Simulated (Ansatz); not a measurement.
Results of the Gaussian-basis code of Ansatz.

Basis-set series for `[c]1cccs1` radical. Charge 0, multiplicity 2. The geometry is a stationary point of PBE0-D4/def2-TZVP.

| functional | basis | functions | energy (Eh) | HOMO (eV) | LUMO (eV) |
| --- | --- | --- | --- | --- | --- |
| PBE0-D4 | def2-SVP | 89 | -551.75985 | -6.89 | -2.88 |
| PBE0-D4 | def2-TZVPP | 208 | -552.06807 | -6.88 | -2.99 |
| ωB97M-V | def2-SVP | 89 | -551.98706 | -8.99 | -0.89 |
| ωB97M-V | def2-TZVPP | 208 | -552.30056 | -9.01 | -1.13 |

(1) Give the rows for def2-QZVPP. (Estimate.)

Results:

(1) The calculation gave: 
```tsv
functional	basis	functions	energy (Eh)	HOMO (eV)	LUMO (eV)
PBE0-D4	def2-QZVPP	388	-552.08812	-6.91	-3.02
ωB97M-V	def2-QZVPP	388	-552.31933	-9.03	-1.19
```

HOMO and LUMO are taken over both spins.
